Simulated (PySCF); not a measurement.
# How well do the runs reproduce experiment for chloroethane?

**Measured values to compare with.**

From NIST CCCBDB Release 22 (SRD 101), experimental polarizabilities, for the gas: mean polarisability 6.59 Å³.

How close the calculation comes is told at the end.

Species: chloroethane, C₂H₅Cl.
SMILES with atom numbers: `[CH3:1][CH2:2][Cl:3]` (hydrogens: H4, H5, H6 on C1; H7, H8 on C2)

Cartesian coordinates in Å at the GFN2-xTB level; atoms count from 1:
```
atom  x, y, z in Å
C1    -0.797    0.041   -0.042
C2     0.699   -0.191   -0.016
Cl3    1.559    1.295    0.484
H4    -1.156    0.329    0.942
H5    -1.051    0.829   -0.748
H6    -1.298   -0.876   -0.345
H7     1.081   -0.454   -1.002
H8     0.972   -0.964    0.702
```

The PySCF runs (gas phase, on this GFN2-xTB geometry; no spin–orbit coupling):

```csv
level,job,basis functions
CAM-B3LYP/def2-SVPD,"8 singlets by full TDDFT, 3 Tamm–Dancoff triplets, polarisability",107
PBE0/def2-SVPD,"6 singlets by full TDDFT, 2 Tamm–Dancoff triplets, polarisability",107
```

## Comparison

**Mean polarisability.** Measured: 6.59 Å³ (NIST CCCBDB Release 22 (SRD 101), experimental polarizabilities).

```csv
level,computed (Å³),computed − measured (Å³),% (from the printed values)
CAM-B3LYP/def2-SVPD,6.07,-0.52,-8
PBE0/def2-SVPD,6.07,-0.52,-8
```

The computed values are static and purely electronic, with core orbitals frozen in the response (1 au = 0.148185 Å³). The table of measured values doesn't say here whether a value is static or optical, or holds a vibrational part.

The geometry is computed, not the measured one. Where a level misses, the cause wasn't examined.
